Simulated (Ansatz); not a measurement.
**HOP⁺, quartet in cc-pVDZ: errors against UCCSDTQ**

Geometry: that of the HOP, triplet, kept fixed. The doublet lies 4.0 eV lower here.

```xyz
3

O     0.0000   -0.1018    1.0417
P     0.0000    0.0286   -0.5874
H     0.0000    0.7367    1.5146
```

Basis cc-pVDZ; Ansatz 0.2.0. Correlated methods freeze the noble-gas cores, which leaves 11 electrons in 31 orbitals. R marks a restricted (for open shells ROHF) determinant, U an unrestricted one. Active spaces: valence = (11e, 9o) chosen from the atoms' valence shells.

Full CI isn't at hand for all of this; UCCSDTQ serves as the reference, and is uncertain by the last step of the cluster series or more. The frozen core follows each run's orbitals, which can shift R against U totals by a few meV.

HF rows: RHF is the determinant under the cluster runs, UHF is the lowest solution found. Coupled cluster chose its determinant by a search with trial CCSD, here up to 0.12 eV above the lowest Hartree–Fock solution of its kind, and MP2 stands on that determinant too. For open shells CISD is restricted-active-space CI with the open shells as a complete middle space.

The UHF ⟨S²⟩ is 3.798, the ⟨S²⟩ of the determinant under UCCSD is 3.776 and the T1 diagnostic (RCCSD) is 0.0489. The largest doubles amplitude (RCCSD) is 0.061 and the T1 diagnostic (UCCSD) is 0.0263.

| level | E − E(UCCSDTQ) (kJ/mol) | share of correlation (%) | wall time |
| --- | --- | --- | --- |
| RHF | 717.8 | 0.00 | – |
| UHF† | 688.2 | – | 0.51 s |
| RMP2 | 73.3 | 89.79 | – |
| UMP2 | 77.2 | 89.25 | – |
| CISD | 67.0 | 90.67 | 2.8 s |
| RCCSD | 25.2 | 96.49 | – |
| UCCSD | 23.2 | 96.77 | – |
| RCCSD(T) | 4.2 | 99.42 | 2.3 s |
| UCCSD(T) | 4.2 | 99.42 | 2.1 s |
| BCCD(T) | 4.5 | 99.38 | 2.4 s |
| RCCSDT | 2.0 | 99.72 | – |
| UCCSDT | 1.9 | 99.74 | – |
| RCCSDT(Q) | 0.0 | 99.99 | 15 s |
| UCCSDT(Q) | -0.3 | 100.05 | 13 s |
| RCCSDTQ | 0.1 | 99.99 | 56 s (H100) |
| CASSCF (valence space) | 537.1 | 25.17 | – |
| NEVPT2 (valence space) | 99.2 | 86.17 | 1.9 s |
| NEVPT4(SD) (valence space) | 13.0 | 98.19 | 3 s |
| MRCISD (valence space) | 38.9 | 94.57 | – |
| MRCISD+Q (valence space) | 7.5 | 98.95 | 3.2 s |

A dagger marks rows that describe another state than the reference (another or a broken symmetry, a higher spin or other natural occupations), so the difference holds a gap between states beside the method's error.

The correlation energy at UCCSDTQ, counted from RHF, is -7.439 eV. That run took 49 s on 2 threads of AMD EPYC 7R13 with a shared H100 80 GB, shared host.

Times hold each run's SCF and search for its determinant on a shared host, so for small cases they say little of a method's own cost; rows without a card ran on 1 thread of AMD EPYC 7R13.

Natural occupations of CASSCF (valence space) about the gap: 1.978 1.967 1.008 1.006 1.001 0.032 0.021; effectively unpaired electrons, Σ n²(2−n)², 3.01.
